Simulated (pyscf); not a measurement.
Single points on ωB97X-D3(BJ)/def2-SVP structures (PySCF, gas phase). Correlated levels are frozen-core, on RHF or UHF. ΔMP2 is the change of the MP2 total energy from the triple- to the quadruple-zeta basis.

### Question
How much does it cost (ΔH, 298 K, CCSD(T)/def2-TZVPP + ΔMP2(QZVPP)) to split H₂C=N–CH₂–CH₃ at its C–N bond into H₂C=N• + •H₂C–CH₃?

### Answer
C–N to H₂C=N• + •H₂C–CH₃: 73.3 kcal/mol. The radicals are drawn with the spin at the cut bond; how far it spreads was not checked. H₂C=N–CH₂–CH₃ lies 9.3 kcal/mol over its isomer H₂C=C(CH₃)–NH₂, and others may lie lower still (electronic energy, ωB97M-D3(BJ)). Other isomers of H₂C=N•, •H₂C–CH₃ were not searched in full and may lie lower. The CCSD(T) − MP2 part came from Ansatz, without density fitting, on the same reference. A UHF reference is spin-contaminated (<S²> up to 0.95), which harms MP2 most.
